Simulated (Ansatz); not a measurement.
hcp Tl was calculated with PBEsol in Ansatz (plane waves, PAW).

A relaxed, unreconstructed slab of the (11-20) face has 16 atoms, two equal faces of 33.044 Å² each and an energy of -180729.1685 eV. A bulk cell of 4 atoms with the same orientation and in-plane k mesh has -45182.7149 eV. Energies are extrapolated to zero smearing.

Run with plane-wave cutoff 500 eV, 10×10×1 k mesh (along the axes of the cell as run), Fermi–Dirac smearing 0.1 eV, scalar-relativistic PAW data made under PBE.

Worked out: γ = (E_slab − N E_bulk per atom)/2A = [-180729.1685 − 16 × (-45182.7149/4)]/(2 × 33.044) = 0.0256 eV/Å². With 16.022 J/m² per eV/Å² this is 0.41 J/m², or 0.85 eV per surface cell and face.

Ansatz is a quantum-chemistry and plane-wave program.
